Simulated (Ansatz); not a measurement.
`CSC(C)(C)C` and `C=CC(C)(C)C` differ in one atom or group.

Ansatz, PBE0-D4/def2-TZVP geometries, multiplicity 1. 

| property | `CSC(C)(C)C` |
| --- | --- |
| HOMO energy (PBE/def2-TZVPP) / eV | -4.97 |
| LUMO energy (B3LYP/def2-TZVPP) / eV | 0.72 |
| LUMO energy (PBE0/def2-TZVPP) / eV | 1.03 |
| HOMO–LUMO gap (ωB97M-V/def2-TZVPP) / eV | 10.92 |
| LUMO energy (PBE/def2-TZVPP) / eV | 0.13 |
| HOMO energy (B3LYP/def2-TZVPP) / eV | -5.97 |

Problem. What does the change do to each property? (Estimate.)

Solution. Ansatz gave: 
| property | `C=CC(C)(C)C` | shift |
| --- | --- | --- |
| HOMO energy (PBE/def2-TZVPP) / eV | -6.26 | -1.29 |
| LUMO energy (B3LYP/def2-TZVPP) / eV | 0.20 | -0.52 |
| LUMO energy (PBE0/def2-TZVPP) / eV | 0.45 | -0.58 |
| HOMO–LUMO gap (ωB97M-V/def2-TZVPP) / eV | 12.16 | 1.24 |
| LUMO energy (PBE/def2-TZVPP) / eV | -0.59 | -0.72 |
| HOMO energy (B3LYP/def2-TZVPP) / eV | -7.15 | -1.18 |

With PBE0 the HOMO falls by 1.19 eV and the LUMO falls by 0.58 eV, so the gap widens by about 0.61 eV. PBE moves the HOMO by -1.29 eV and ωB97M-V by -1.22 eV.

B3LYP here is the variant with VWN-RPA as its local correlation; programs differ in this.
